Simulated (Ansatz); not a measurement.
Abridged output of a molecular run in Ansatz:

```
Functional definition: HF
1124 factors; integrals over basis functions are off by at most 1.5e-3 eV
mean field evaluation 1: about -7396.3277 eV, gradient 3.8e1 eV
mean field evaluation 2: about -7396.4679 eV, gradient 3.8e1 eV
mean field evaluation 4: about -7400.0678 eV, gradient 3.7e0 eV
mean field evaluation 8: about -7400.1124 eV, gradient 2.0e-1 eV
mean field -7400.11251797 eV, -271.9491190591 hartree, gradient 1.9e-6 eV, S^2 0.000000; 0 other end points of the search recorded, 0 dependent functions left out
5 core orbitals not correlated: weight in the atoms' cores, before any rotation towards them, 1.000 or more for the frozen orbitals, at most 0.000 for the correlated occupied ones
reference -7400.11251797 eV, -271.9491190591 hartree; 16, 16 occupied and 89, 89 virtual orbitals, 1124 factors
second order -21.38935557 eV of doubles, -0.00000000 eV of singles
cycle   1  -22.19552496 eV  change   -8.1e-1 eV  update   9.1e-2
cycle   2  -22.68581431 eV  change   -4.9e-1 eV  update   2.6e-2
cycle   3  -22.79891995 eV  change   -1.1e-1 eV  update   1.2e-2
cycle   4  -22.79918541 eV  change   -2.7e-4 eV  update   2.6e-3
cycle   5  -22.79912130 eV  change    6.4e-5 eV  update   9.7e-4
cycle   6  -22.79937101 eV  change   -2.5e-4 eV  update   3.1e-4
cycle   7  -22.79925435 eV  change    1.2e-4 eV  update   1.1e-4
cycle   8  -22.79920531 eV  change    4.9e-5 eV  update   4.1e-5
cycle   9  -22.79920417 eV  change    1.1e-6 eV  update   1.5e-5
perturbative correction -0.58389484 eV, -0.0214577397 hartree
Total energy: -7423.49561698 eV, -272.8084320980 hartree
```

Its atoms:

```xyz
13

C     0.7483   -1.1542   -0.1297
C    -0.3195   -0.1307    0.1955
C    -0.5610    0.8568   -0.9271
N    -0.0722    0.5178    1.4268
F    -1.5234   -0.8691    0.3094
H     0.8612   -1.8473    0.7072
H     0.4659   -1.7292   -1.0118
H     1.7053   -0.6635   -0.3178
H     0.3483    1.4210   -1.1436
H    -1.3530    1.5529   -0.6414
H    -0.8770    0.3344   -1.8303
H     0.7254    0.1911    1.9436
H    -0.1484    1.5200    1.4192
```

Which basis set was used?
A. cc-pV(Q+d)Z
B. def2-SVP
C. cc-pV(T+d)Z
D. def2-TZVPPD

B. It gives 110 functions.

Write the keys of the input that set method, charge and spin (a neutral closed shell needs none for the last two).


```yaml
correlation: {method: ccsd_t}
```
